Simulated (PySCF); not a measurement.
C4H10, charge -1, sextet, at the geometry of the source list (a state made from the parent by changing its charge; the spin is typed, not shown lowest) (in this run its highest filled SCF level lies above zero, so its values depend strongly on the basis, on diffuse functions most of all); DF-B3LYP/cc-pVDZ (PySCF).

Input for PySCF:
```python
from pyscf import gto, scf, dft

mol = gto.Mole()
mol.atom = '''
    C    -0.035900    1.363400   -0.488500
    C     0.029800    0.121900    0.396500
    C     1.260300   -0.712500    0.052500
    C    -1.239100   -0.711200    0.239800
    H     0.858100    1.970800   -0.365100
    H    -0.114500    1.078200   -1.535700
    H    -0.900900    1.971700   -0.233400
    H     0.108200    0.443300    1.441700
    H     2.168900   -0.128500    0.181900
    H     1.213200   -1.048200   -0.981500
    H     1.322100   -1.588500    0.694500
    H    -1.205500   -1.587200    0.883800
    H    -2.117700   -0.126300    0.503100
    H    -1.347000   -1.046900   -0.789700
'''
mol.basis = 'cc-pvdz'
mol.charge = -1
mol.spin = 5
mol.verbose = 4
mol.build()

mf = dft.UKS(mol)
mf.xc = 'b3lyp'
mf = mf.density_fit(auxbasis='def2-universal-jkfit')
mf.kernel()
mf.analyze()
```

Question: Predict the main parts of the log of this PySCF run.

Answer: 
```
PySCF version 2.14.0

[INPUT] verbose = 4
[INPUT] num. atoms = 14
[INPUT] num. electrons = 35
[INPUT] charge = -1
[INPUT] spin (= nelec alpha-beta = 2S) = 5
[INPUT] symmetry False subgroup None
[INPUT] Mole.unit = angstrom
[INPUT] Symbol           X                Y                Z      unit          X                Y                Z       unit  Magmom
[...]
nuclear repulsion = 135.248882099874
number of shells = 50
number of NR pGTOs = 174
number of NR cGTOs = 106
basis = cc-pvdz
ecp = {}

******** <class 'pyscf.df.df_jk.DFUKS'> ********
method = DFUKS
initial guess = minao
damping factor = 0
level_shift factor = 0
DIIS = <class 'pyscf.scf.diis.CDIIS'>
diis_start_cycle = 1
diis_space = 8
diis_damp = 0
SCF conv_tol = 1e-09
SCF conv_tol_grad = None
SCF max_cycles = 50
direct_scf = False
number electrons alpha = 20  beta = 15
XC library pyscf.dft.libxc version 7.1.2
    S. Lehtola, C. Steigemann, M. J. T. Oliveira, and M. A. L. Marques,  SoftwareX 7, 1–5 (2018)
XC functionals = b3lyp
    P. J. Stephens, F. J. Devlin, C. F. Chabalowski, and M. J. Frisch,  J. Phys. Chem. 98, 11623 (1994)
radial grids:
    Treutler-Ahlrichs [JCP 102, 346 (1995); DOI:10.1063/1.469408] (M4) radial grids

becke partition: Becke, JCP 88, 2547 (1988); DOI:10.1063/1.454033
pruning grids: <function nwchem_prune>
grids dens level: 3
symmetrized grids: False
atomic radii adjust function: <function treutler_atomic_radii_adjust>
small_rho_cutoff = 0
Set gradient conv threshold to 3.16228e-05
tot grids = 154552
******** <class 'pyscf.df.df.DF'> ********
auxbasis = def2-universal-jkfit
init E= -158.537254268629

cycle= 1 E= -157.572796579277  delta_E= 0.964  |g|= 0.288  |ddm|= 9.88

cycle= 2 E= -157.448994180514  delta_E= 0.124  |g|= 0.54  |ddm|= 4.62

cycle= 3 E= -157.59650978788  delta_E= -0.148  |g|= 0.202  |ddm|= 4.05

cycle= 4 E= -157.625116660737  delta_E= -0.0286  |g|= 0.0613  |ddm|= 2.16

cycle= 5 E= -157.627844106429  delta_E= -0.00273  |g|= 0.0301  |ddm|= 1.04

cycle= 6 E= -157.629040182686  delta_E= -0.0012  |g|= 0.0135  |ddm|= 0.651

cycle= 7 E= -157.62951578093  delta_E= -0.000476  |g|= 0.00884  |ddm|= 0.491

cycle= 8 E= -157.630212062149  delta_E= -0.000696  |g|= 0.0105  |ddm|= 0.736

cycle= 9 E= -157.630472889284  delta_E= -0.000261  |g|= 0.0101  |ddm|= 0.271

cycle= 10 E= -157.630929820769  delta_E= -0.000457  |g|= 0.0101  |ddm|= 0.477

cycle= 11 E= -157.632767904769  delta_E= -0.00184  |g|= 0.00879  |ddm|= 2.01

cycle= 12 E= -157.633577462779  delta_E= -0.00081  |g|= 0.0058  |ddm|= 1.15

cycle= 13 E= -157.634072054603  delta_E= -0.000495  |g|= 0.00395  |ddm|=  1.2

cycle= 14 E= -157.634047031687  delta_E= 2.5e-05  |g|= 0.00405  |ddm|= 0.408

cycle= 15 E= -157.634193777515  delta_E= -0.000147  |g|= 0.00261  |ddm|= 0.741

cycle= 16 E= -157.634226718225  delta_E= -3.29e-05  |g|= 0.00153  |ddm|= 0.244

cycle= 17 E= -157.634259589278  delta_E= -3.29e-05  |g|= 0.00139  |ddm|= 0.0861

cycle= 18 E= -157.634282185421  delta_E= -2.26e-05  |g|= 0.0015  |ddm|= 0.0752

cycle= 19 E= -157.634313073624  delta_E= -3.09e-05  |g|= 0.00158  |ddm|= 0.292

cycle= 20 E= -157.634350320251  delta_E= -3.72e-05  |g|= 0.00106  |ddm|= 0.191

cycle= 21 E= -157.634379546166  delta_E= -2.92e-05  |g|= 0.000984  |ddm|= 0.207

cycle= 22 E= -157.634404020873  delta_E= -2.45e-05  |g|= 0.000715  |ddm|= 0.295

cycle= 23 E= -157.634417259796  delta_E= -1.32e-05  |g|= 0.000527  |ddm|= 0.208

cycle= 24 E= -157.634422246166  delta_E= -4.99e-06  |g|= 0.000457  |ddm|= 0.102

cycle= 25 E= -157.634424697272  delta_E= -2.45e-06  |g|= 0.000311  |ddm|= 0.0613

cycle= 26 E= -157.634426710288  delta_E= -2.01e-06  |g|= 0.000231  |ddm|= 0.0822

cycle= 27 E= -157.634426323692  delta_E= 3.87e-07  |g|= 0.00028  |ddm|= 0.0535

cycle= 28 E= -157.634427170472  delta_E= -8.47e-07  |g|= 9.18e-05  |ddm|= 0.0486

cycle= 29 E= -157.634427216068  delta_E= -4.56e-08  |g|= 6.62e-05  |ddm|= 0.0045

cycle= 30 E= -157.634427244366  delta_E= -2.83e-08  |g|= 6.04e-05  |ddm|= 0.00462

cycle= 31 E= -157.634427259372  delta_E= -1.5e-08  |g|= 4.56e-05  |ddm|= 0.00272

cycle= 32 E= -157.634427303844  delta_E= -4.45e-08  |g|= 2.58e-05  |ddm|= 0.00774

cycle= 33 E= -157.634427323998  delta_E= -2.02e-08  |g|= 2.19e-05  |ddm|= 0.00625

cycle= 34 E= -157.634427323919  delta_E= 7.92e-11  |g|= 2.09e-05  |ddm|= 0.00136

Extra cycle  E= -157.63442732518  delta_E= -1.26e-09  |g|= 4.01e-05  |ddm|= 0.00101
converged SCF energy = -157.63442732518  <S^2> = 8.7553021  2S+1 = 6.0017671
**** SCF Summaries ****
Total Energy =                        -157.634427325180098
Nuclear Repulsion Energy =             135.248882099874237
One-electron Energy =                 -481.591836378116568
Two-electron Energy =                  188.708526953062204
Two-electron Coulomb Energy =          214.137693622117666
DFT Exchange-Correlation Energy =      -25.429166669055455
**** MO energy ****
                             alpha | beta                alpha | beta
[...]
To work with the spin densities directly, `use mulliken_meta_spin()` only printing them here.

 ** Mulliken spin pop alpha/beta on meta-lowdin orthogonal AOs **
 ** Mulliken Spin Density (per AO)  **
spin_pop of  0 C 1s       -0.00000
spin_pop of  0 C 2s        0.12866
spin_pop of  0 C 3s        0.01079
spin_pop of  0 C 2px       0.06105
spin_pop of  0 C 2py       0.21353
spin_pop of  0 C 2pz       0.11645
spin_pop of  0 C 3px       0.00102
spin_pop of  0 C 3py       0.00317
spin_pop of  0 C 3pz       0.00323
spin_pop of  0 C 3dxy      0.00054
spin_pop of  0 C 3dyz      0.00109
spin_pop of  0 C 3dz^2     0.00122
spin_pop of  0 C 3dxz      0.00001
spin_pop of  0 C 3dx2-y2    0.00066
spin_pop of  1 C 1s       -0.00001
spin_pop of  1 C 2s        0.04567
spin_pop of  1 C 3s        0.00322
spin_pop of  1 C 2px       0.05948
spin_pop of  1 C 2py       0.18948
spin_pop of  1 C 2pz       0.30844
spin_pop of  1 C 3px       0.00167
spin_pop of  1 C 3py       0.00381
spin_pop of  1 C 3pz       0.00394
spin_pop of  1 C 3dxy      0.00029
spin_pop of  1 C 3dyz      0.00124
spin_pop of  1 C 3dz^2     0.00135
spin_pop of  1 C 3dxz      0.00032
spin_pop of  1 C 3dx2-y2    0.00072
spin_pop of  2 C 1s       -0.00000
spin_pop of  2 C 2s        0.12848
spin_pop of  2 C 3s        0.01078
spin_pop of  2 C 2px       0.09646
spin_pop of  2 C 2py       0.20346
spin_pop of  2 C 2pz       0.09089
spin_pop of  2 C 3px       0.00225
spin_pop of  2 C 3py       0.00256
spin_pop of  2 C 3pz       0.00261
spin_pop of  2 C 3dxy      0.00021
spin_pop of  2 C 3dyz      0.00111
spin_pop of  2 C 3dz^2     0.00091
spin_pop of  2 C 3dxz      0.00070
spin_pop of  2 C 3dx2-y2    0.00059
spin_pop of  3 C 1s       -0.00000
spin_pop of  3 C 2s        0.03857
spin_pop of  3 C 3s        0.00356
spin_pop of  3 C 2px       0.03780
spin_pop of  3 C 2py       0.07245
spin_pop of  3 C 2pz       0.07174
spin_pop of  3 C 3px       0.00246
spin_pop of  3 C 3py       0.00161
spin_pop of  3 C 3pz       0.00121
spin_pop of  3 C 3dxy      0.00032
spin_pop of  3 C 3dyz      0.00039
spin_pop of  3 C 3dz^2     0.00092
spin_pop of  3 C 3dxz      0.00019
spin_pop of  3 C 3dx2-y2    0.00071
spin_pop of  4 H 1s        0.04042
spin_pop of  4 H 2s        0.04329
spin_pop of  4 H 2px       0.00016
spin_pop of  4 H 2py       0.00007
spin_pop of  4 H 2pz       0.00019
spin_pop of  5 H 1s        0.21524
spin_pop of  5 H 2s        0.14104
spin_pop of  5 H 2px       0.00010
spin_pop of  5 H 2py       0.00091
spin_pop of  5 H 2pz       0.00066
spin_pop of  6 H 1s        0.25723
spin_pop of  6 H 2s        0.19419
spin_pop of  6 H 2px       0.00116
spin_pop of  6 H 2py       0.00003
spin_pop of  6 H 2pz       0.00074
spin_pop of  7 H 1s        0.52337
spin_pop of  7 H 2s        0.21719
spin_pop of  7 H 2px       0.00046
spin_pop of  7 H 2py       0.00140
spin_pop of  7 H 2pz       0.00264
spin_pop of  8 H 1s        0.04012
spin_pop of  8 H 2s        0.04299
spin_pop of  8 H 2px       0.00003
spin_pop of  8 H 2py       0.00029
spin_pop of  8 H 2pz       0.00009
spin_pop of  9 H 1s        0.21493
spin_pop of  9 H 2s        0.14083
spin_pop of  9 H 2px       0.00060
spin_pop of  9 H 2py       0.00026
spin_pop of  9 H 2pz       0.00082
spin_pop of  10 H 1s        0.25825
spin_pop of  10 H 2s        0.19477
spin_pop of  10 H 2px       0.00023
spin_pop of  10 H 2py       0.00056
spin_pop of  10 H 2pz       0.00116
spin_pop of  11 H 1s        0.07905
spin_pop of  11 H 2s        0.06567
spin_pop of  11 H 2px       0.00035
spin_pop of  11 H 2py       0.00011
spin_pop of  11 H 2pz       0.00045
spin_pop of  12 H 1s        0.07858
spin_pop of  12 H 2s        0.06536
spin_pop of  12 H 2px       0.00016
spin_pop of  12 H 2py       0.00054
spin_pop of  12 H 2pz       0.00020
spin_pop of  13 H 1s        0.15016
spin_pop of  13 H 2s        0.08731
spin_pop of  13 H 2px       0.00060
spin_pop of  13 H 2py       0.00031
spin_pop of  13 H 2pz       0.00073
 ** Mulliken Spin Density (per atom)  **
spin density of  0 C =      0.54141
spin density of  1 C =      0.61963
spin density of  2 C =      0.54099
spin density of  3 C =      0.23194
spin density of  4 H =      0.08413
spin density of  5 H =      0.35796
spin density of  6 H =      0.45335
spin density of  7 H =      0.74508
spin density of  8 H =      0.08352
spin density of  9 H =      0.35744
spin density of  10 H =      0.45497
spin density of  11 H =      0.14563
spin density of  12 H =      0.14484
spin density of  13 H =      0.23912
 ** Mulliken pop alpha/beta on meta-lowdin orthogonal AOs **
 ** Mulliken pop       alpha | beta **
In total            20.00000 | 15.00000
 ** Mulliken atomic charges   ( Nelec_alpha | Nelec_beta ) **
charge of  0C =     -0.26009  (     3.40075      2.85934 )
charge of  1C =      0.08651  (     3.26656      2.64693 )
charge of  2C =     -0.26019  (     3.40059      2.85960 )
charge of  3C =     -0.28091  (     3.25642      3.02449 )
charge of  4H =      0.03595  (     0.52409      0.43996 )
charge of  5H =     -0.06422  (     0.71109      0.35313 )
charge of  6H =     -0.09533  (     0.77434      0.32099 )
charge of  7H =     -0.13657  (     0.94082      0.19575 )
charge of  8H =      0.03641  (     0.52356      0.44003 )
charge of  9H =     -0.06388  (     0.71066      0.35322 )
charge of  10H =     -0.09582  (     0.77539      0.32042 )
charge of  11H =      0.03534  (     0.55514      0.40952 )
charge of  12H =      0.03551  (     0.55467      0.40982 )
charge of  13H =      0.02729  (     0.60591      0.36680 )

WARN: System has nonzero charge -1; the dipole moment is origin-dependent.
Location of origin: [0. 0. 0.]

Dipole moment(X, Y, Z, Debye): -0.01476, -0.19607, -0.74188
```
